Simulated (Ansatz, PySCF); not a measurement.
Barrier height from CH3 (SMILES [CH3]) + C2H4 (SMILES C=C) to the transition structure C3H7, without zero-point energy, on the benchmark's geometries as Psi4's copy of the set gives them.
Transition structure (charge 0, multiplicity 2):
```xyz
10

C     -0.472     0.646     0.000
C     -1.383    -0.364     0.000
H     -0.232     1.165    -0.917
H     -0.232     1.165     0.917
H     -1.727    -0.810     0.923
H     -1.727    -0.810    -0.922
C      1.612    -0.242     0.000
H      2.195     0.669    -0.001
H      1.589    -0.810    -0.919
H      1.590    -0.808     0.920
```
Reactant (charge 0, multiplicity 2):
```xyz
4

C      0.0000     0.0000     0.0000
H      1.0773     0.0000     0.0000
H     -0.5387     0.9330     0.0000
H     -0.5387    -0.9330     0.0000
```
Reactant (charge 0, multiplicity 1):
```xyz
6

C      0.0000     0.0000     0.6656
C      0.0000     0.0000    -0.6656
H      0.0000     0.9215     1.2317
H      0.0000    -0.9215     1.2317
H      0.0000     0.9215    -1.2317
H      0.0000    -0.9215    -1.2317
```

Open shells are unrestricted; no spin–orbit coupling.

Codes used: Ansatz (Gaussian basis) for Hartree–Fock, density functionals and correlated methods; PySCF for M06-2X, the dispersion terms. Values without a source in brackets are computed.

Task: One of these levels gives 6.1 kJ/mol for the barrier height. Which one is it?
A. M06-2X/def2-TZVPPD
B. r2SCAN-D3(BJ)/def2-TZVPPD
C. B97M-V/def2-TZVPPD
D. PBE/def2-TZVPPD

Result: D, PBE/def2-TZVPPD. The others give 8.3 (r2SCAN-D3(BJ)/def2-TZVPPD), 16.2 (B97M-V/def2-TZVPPD), 25.3 (M06-2X/def2-TZVPPD)

Ansatz is an electronic-structure program.
